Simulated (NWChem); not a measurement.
# BH5S (B(H2S)H3): a first try and a second

Wanted: energy and one-electron properties of BH5S (B(H2S)H3), U-dlDF/6-311++G(2d,2p).

Program for the calculation: NWChem 7.3.0.

1 further run of the same task is left out (it didn't finish).

## (1) Starting point

BH5S has 7 atoms, charge 0, and is taken as a singlet. SMILES: `[H]B([H])([H])<-S`. The coordinates come from a GFN2-xTB relaxation.

Bond lengths: B1–S2 2.040 Å, S2–H3 1.336 Å, S2–H4 1.337 Å, B1–H5 1.181 Å, B1–H6 1.184 Å, B1–H7 1.181 Å. Angles: B1–S2–H3 98.0°, B1–S2–H4 98.0°, S2–B1–H5 102.5°, S2–B1–H6 103.4°, S2–B1–H7 102.5°, H3–S2–H4 92.0°, H5–B1–H6 115.4°, H5–B1–H7 114.9°, H6–B1–H7 115.4°.

## (2) First attempt

The input, run.xyz:

```xyz
7
BH5S properties
B      0.127630    -0.217240    -0.817090
S      0.134050    -0.231310     1.222430
H      0.506250     1.037510     1.415020
H     -1.154430     0.067690     1.414850
H      1.280190    -0.216980    -1.075620
H     -0.453000     0.779570    -1.081760
H     -0.440700    -1.219250    -1.077830
```

The input, run.nw:

```
start run
title "BH5S properties"
memory stack 880 mb heap 220 mb global 1100 mb
geometry units angstroms noautosym nocenter noautoz
   load format xyz run.xyz
end
basis spherical bse
   * library cc-pVDZ-PP
end
dft
   xc dldf
   odft
   grid medium
   convergence energy 1e-05
   iterations 60
   mulliken
   noprint "final vectors analysis"
end
property
   efieldgrad
   efield
   dipole
end
task dft property
```

Run with:

```console
$ nwchem run.nw > run.out
```

The log of the run:

```text
Northwest Computational Chemistry Package (NWChem) 7.3.0
             --------------------------------------------------------

           Job information
           ---------------

    nwchem branch   = 7.3.0
    use scalapack   = T
    input           = run.nw
    prefix          = run.
    data base       = ./run.db
    status          = startup
    nproc           =        1

           Memory information
           ------------------

    heap     =     28835836 doubles =      220.0 Mbytes
    stack    =    115343361 doubles =      880.0 Mbytes
    global   =    144179200 doubles =     1100.0 Mbytes (distinct from heap & stack)
    total    =    288358397 doubles =     2200.0 Mbytes
    verify   = yes
    hardfail = no

           Directory information
           ---------------------

  0 permanent = .
  0 scratch   = .

[... 33 lines left out ...]
            Nuclear Dipole moment (a.u.)
[... 56 lines left out ...]
                              NWChem Property Module
                              ----------------------

                                  BH5S properties

  itol2e modified to match energy
  convergence criterion.

                                 NWChem DFT Module
                                 -----------------

                                  BH5S properties

  bas_tag_lib: failed to locate basis b_cc-pvdz-pp in file <dir>
 ------------------------------------------------------------------------
 bas_tag_lib: no such basis available                   0
 ------------------------------------------------------------------------
 ------------------------------------------------------------------------
  current input line :
    24: task dft property
 ------------------------------------------------------------------------
 ------------------------------------------------------------------------
 There is an error in the input file
 ------------------------------------------------------------------------

0:bas_tag_lib: no such basis available:Received an Error in Communication
  Errorcode: -1
```

Run time: 0.52 s. Hardware: 1 thread of INTEL XEON PLATINUM 8581C at 2.30GHz (Emerald Rapids), shared host; peak memory 0.29 GiB.

## (3) Reading the log

The job stopped with an error part of the way.

The log says `bas_tag_lib: failed to locate basis b_cc-pvdz-pp in file <dir>`. The cause is that the program or basis doesn't cover what is asked for. To mend it: basis set 6-311++G(2d,2p) in place of cc-pVDZ-PP.

## (4) Try two

Edit run.xyz of step 2 so:

```diff
@@ -1,3 +1,3 @@
 7
-BH5S properties
+BH5S
 B      0.127630    -0.217240    -0.817090
```

The input, run.nw:

```
START run
TITLE "BH5S"
memory stack 880 mb heap 220 mb global 1100 mb

GEOMETRY units angstrom noautosym nocenter noautoz
  load format xyz run.xyz
END

BASIS "ao basis" spherical
  * library "6-311++G(2d,2p)"
END

DFT
  xc dldf
  odft
  grid medium
  convergence energy 1e-05
  mulliken
END

PROPERTY
  efieldgrad
  efield
  dipole
  moldenfile
  molden_norm janpa
END

TASK dft property
```

Run with:

```console
$ nwchem run.nw > run.out
```

The log of the run:

```text
[...]
          Wavefunction type:  spin polarized.
          No. of atoms     :     7
          No. of electrons :    26
[...]
          Charge           :     0
          Spin multiplicity:     1
[...]
          AO basis - number of functions:   112
[...]
              XC Information
              --------------
                         dlDF Method XC Functional
                     Hartree-Fock (Exact) Exchange  0.614
                          dlDF Exchange Functional  0.386
                        dlDF Correlation Potential  1.000
[...]
 d= 0,ls=0.0,diis     1   -427.3147596024 -4.82D+02  2.80D-03  2.35D-01     3.2
[...]
 d= 0,ls=0.0,diis     7   -427.3667958060 -6.60D-08  6.68D-07  3.00D-09    19.6
[...]
         Total DFT energy =     -427.366795805964
      One electron energy =     -692.856624854990
           Coulomb energy =      244.308682428246
    Exchange-Corr. energy =      -33.008394109619
 Nuclear repulsion energy =       54.189540730398
[...]
      Total Density - Mulliken Population Analysis
     ---------------------------------------------
    Atom       Charge   Shell Charges
 -----------   ------   -------------------------------------------------------
    1 B    5     5.37   1.14  0.85  0.47  0.66  1.13  0.35  0.66  0.05 -0.03  0.02  0.07
    2 S   16    15.87   0.78  1.19  0.94  1.04  1.12  0.72  1.86  4.04  1.02  2.61  0.62 -0.09 -0.11  0.02  0.12
    3 H    1     0.89   0.26  0.46  0.11  0.02  0.01  0.03
    4 H    1     0.89   0.26  0.46  0.11  0.02  0.01  0.03
    5 H    1     0.98   0.30  0.47  0.19  0.01  0.00  0.01
    6 H    1     1.01   0.30  0.47  0.20  0.02  0.00  0.01
    7 H    1     0.98   0.30  0.47  0.19  0.01  0.00  0.01
[...]
      <S2> =      0.0000 (Exact =     0.0000)
[...]
   Dipole moment        3.7972643008 Debye(s)
             DMX       -0.5439870739 DMXEFC        0.0000000000
             DMY        0.9253150149 DMYEFC        0.0000000000
             DMZ        3.6424011800 DMZEFC        0.0000000000
   -EFC- dipole         0.0000000000 DEBYE(S)
   Total dipole         3.7972643008 DEBYE(S)
[...]
```

Wall time 21 s (1 thread of INTEL XEON PLATINUM 8581C at 2.30GHz (Emerald Rapids), shared host); peak memory 0.11 GiB.

Atomic charges (e):

```csv
atom,Mulliken,Löwdin
B1,-0.370,-0.400
S2,+0.130,+0.840
H3,+0.110,-0.110
H4,+0.110,-0.110
H5,+0.020,-0.070
H6,-0.010,-0.080
H7,+0.020,-0.070
```

## (5) Outcome

Level: U-dlDF/6-311++G(2d,2p).

```
     quantity          value
 total energy  -427.36680 Eh
dipole moment         3.80 D
  HOMO energy      -10.59 eV
  LUMO energy       -0.49 eV
HOMO–LUMO gap       10.09 eV
```

**Reading.** Mulliken charges run from -0.37 on B1 to +0.13 on S2; in a basis this large or diffuse they mean little.
